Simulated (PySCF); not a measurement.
Job for PySCF: R-HF/3-21G on C2H4O (a complex).

```python
from pyscf import gto, scf, dft, mp
from pyscf.data.elements import chemcore

mol = gto.M(
    atom='''
    C    -1.10758792    0.04643300    0.03636577
    H    -0.04171792    0.01606100    0.01177277
    C    -2.31946492    0.08017400    0.06373777
    H    -3.37999792    0.11052600    0.08833877
    O     2.41090908   -0.07807700   -0.06175923
    H     2.98126508   -0.66784700    0.43526777
    H     2.98290508    0.27291100   -0.74713123
    ''',
    basis='3-21g',
    charge=0, spin=0, verbose=3, max_memory=1800)
mf = scf.RHF(mol)
mf.conv_tol = 1e-8
mf.max_cycle = 100
mf.kernel()
if not mf.converged:
    mf = mf.newton().run(mf.mo_coeff, mf.mo_occ)
```

Output:

```
converged SCF energy = -151.990074638234
```

The calculation finished and met its thresholds.

Cost: around 0.12 core-seconds (rough).
